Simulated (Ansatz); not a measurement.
Counterpoise correction, worked out

The pair of CH₄ (SMILES C, atoms 1–5) and C₂H₆ (SMILES CC, atoms 6–13), both closed shells, in one local arrangement (a lower one may exist), relaxed at PBE0-D4/def2-TZVP:

```xyz
13
angstrom
C -0.2891 -0.1837 -2.7593
H 0.7727 -0.2582 -2.5265
H -0.6673 0.7806 -2.4210
H -0.8281 -0.9827 -2.2511
H -0.4331 -0.2740 -3.8356
C 0.0976 0.0380 0.9738
C 0.2637 0.1915 2.4752
H 0.2077 -1.0038 0.6636
H -0.8881 0.3748 0.6446
H 0.8418 0.6221 0.4274
H 0.1553 1.2339 2.7842
H 1.2491 -0.1471 2.8038
H -0.4821 -0.3915 3.0207
```

Program: Ansatz 0.2.0. Basis: def2-TZVPPD. Cores are frozen in the correlated methods.

CCSD(T) total energies in eV:

| system | geometry | basis functions | energy |
| --- | --- | --- | --- |
| pair | pair | all | -3268.56201 |
| CH₄ | as in the pair | all (partner as ghosts) | -1100.41588 |
| C₂H₆ | as in the pair | all (partner as ghosts) | -2168.12449 |
| CH₄ | as in the pair | its own | -1100.41235 |
| C₂H₆ | as in the pair | its own | -2168.11935 |
| CH₄ | free (PBE0-D4 minimum) | its own | -1100.41235 |
| C₂H₆ | free (PBE0-D4 minimum) | its own | -2168.11948 |

(1) Work out the interaction energy with and without the counterpoise correction, the superposition error, and the binding energy from the relaxed fragments.

No T1 diagnostic of these runs exceeds 0.008.

Results:

(1) Without correction: -3268.56201 − (-1100.41235) − (-2168.11935) = -0.03031 eV.
With correction (each fragment in the whole basis): -3268.56201 − (-1100.41588) − (-2168.12449) = -0.02164 eV = -0.50 kcal/mol.
The superposition error is the difference, 0.00867 eV, 29 % of the uncorrected value: each fragment borrows its partner's functions.
Deformation from the free shapes: 0.00000 eV for CH₄ and 0.00013 eV for C₂H₆.
Binding energy from relaxed fragments: -0.02164 + 0.00000 + 0.00013 = -0.02151 eV = -0.50 kcal/mol (electronic, without zero-point energy; negative means bound). For comparison, the corrected interaction energy by CCSD(T) at an estimated basis limit (MP2 extrapolated from triple and quadruple zeta, plus CCSD(T) − MP2 in triple zeta) is -0.024 eV.

For scale, one of the runs: CCSD(T)/def2-TZVPPD, 281 basis functions, launched by `ansatz run in.yaml --threads 4 --pin off --events-out ev --progress --plain --max-ram 9574MiB`. Hardware: 4 CPU threads of an Intel Xeon 6975P-C, shared host. Wall time 85 s; peak host memory 2.9 GiB.
